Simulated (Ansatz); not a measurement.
Consider the formal exchange of groups at the Si–H bond: `[SiH2]` + `C=C=C(C)Cl` → `C[SiH]` + `C=C=CCl`.

Gas-phase electronic energies from Ansatz, PBE0-D4/def2-TZVP geometries. CBS: MP2 limit from def2 TZ/QZ plus the TZ coupled-cluster correction, frozen cores. This one scheme is used for every species. Functionals use def2-TZVPP.

CCSD(T)/CBS gives -24.0 kJ/mol.

**Question.** Another level gave -30.4 kJ/mol. Which?
A. CCSD(T)/def2-TZVPP
B. PBE0-D4/def2-TZVPP
C. BLYP/def2-TZVPP
D. RPA@PBE/def2-TZVPP

**Answer.** C. BLYP -30.4, PBE0-D4 -26.1, CCSD(T)/def2-TZVPP -22.1, RPA@PBE/def2-TZVPP -17.7 kJ/mol.

Largest T1 diagnostic among the species: 0.014.

From BLYP to BHLYP (50 % exact exchange), in def2-TZVPP and without D4, ΔE moves by +5.0 kJ/mol. At CCSD(T), def2-SVP lies +15.5 kJ/mol from the extrapolated value and def2-TZVPP +1.9 kJ/mol. The D4 term adds +3.4 kJ/mol with B3LYP and +2.1 kJ/mol with PBE0; it sums over pairs of atoms, weighted by their polarisabilities, and B3LYP, whose exchange is more repulsive, gets the larger term.

B3LYP here is the variant with VWN-RPA as its local correlation; programs differ in this.
